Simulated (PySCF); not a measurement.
A simulated first-order isotropic EPR spectrum at 9.742 GHz has these lines.

```
   337.10    1 ##
   338.32    1 ##
   339.54    1 ##
   340.08    6 #########
   341.29    6 #########
   342.51    6 #########
   343.05   15 ######################
   344.26   15 ######################
   345.48   15 ######################
   346.02   20 ##############################
   347.24   20 ##############################
   348.45   20 ##############################
   348.99   15 ######################
   350.21   15 ######################
   351.43   15 ######################
   351.97    6 #########
   353.18    6 #########
   354.40    6 #########
   354.94    1 ##
   356.15    1 ##
   357.37    1 ##
```
Columns: field (mT), relative intensity.

Problem. Find the g value from the centre of the pattern.

Solution. The pattern is symmetric about 347.24 mT, so g = hν/(μB·B0) = 9742/(13.99624 × 347.24) = 2.0045, a shift of +2.2 × 10⁻³ from the free-electron value.

Problem. Take the pattern apart into splittings.

Solution. The first two lines at either end are about 1.22 mT apart, which is the smallest coupling, and their intensity ratio 1:1 counts the nuclei that share it. In full: a 1:6:15:20:15:6:1 septet of 2.97 mT (83 MHz), from 6 nuclei of spin 1/2; a 1:1:1 triplet of 1.22 mT (34 MHz), from 1 nucleus of spin 1. Check: Σ 2nI·a is the distance from the first to the last line, 20.27 mT.

Problem. The radical has the formula C2H6N. Propose a structure, and say which nuclei carry the couplings.

Solution. The pattern alone needn't single out one isomer; the structure behind this simulation is dimethylaminyl, `C[N]C`, numbered [CH3:1][N:2][CH3:3] (hydrogens: H4, H5, H6 on C1; H7, H8, H9 on C3). 2.97 mT: 1H at H4 (×6) (2 bonds from N2; computed sign +); 1.22 mT: 14N at N2 (largest spin population; computed sign +). Largest spin populations (Mulliken): N2 (+0.94), C3 (-0.09), C1 (-0.09) and H5 (+0.06). N2 is the only atom above +0.15. The positive populations add up to 1.18 and the negative ones to -0.18, together 2S = 1.

Computed, not measured: UKS B3LYP, IGLO-III on C N, pcH-1 on H, non-relativistic, mean-field spin-orbit, GIAO in PySCF 2.14.0. Geometry: PBE0-D3(BJ)/def2-SVP; no solvent, vibrations or thermal averaging. No stability test was run, so a lower SCF solution isn't excluded.

Nuclei that the bonding pattern makes equivalent are averaged, as if the motion that swaps them (rotation, inversion, ring flip) were fast. The six 1H nuclei of mean +83.4 MHz run from 0.1 to 131.3 MHz in the frozen geometry.

First-order positions only. To second order lines move to lower field by a²/(2B0)·[J(J+1) − M²], with J the total spin of the equivalent nuclei and M its projection: up to 0.15 mT for the 2.97 mT coupling at this field, and inner lines split by J.

For comparison, experiment gives in magnitude: 14N N2 41.4 MHz (computed 34.1); 1H H4 (×6) 76.7 MHz (computed 83.4) (Vogler, Dietschreit, Peters, Ochsenfeld, Accurate hyperfine coupling constants including electron correlation and dynamic contributions (in Vogler's thesis, LMU Munich)).

Rare isotopes and splittings under 0.04 mT were left out of the simulation.
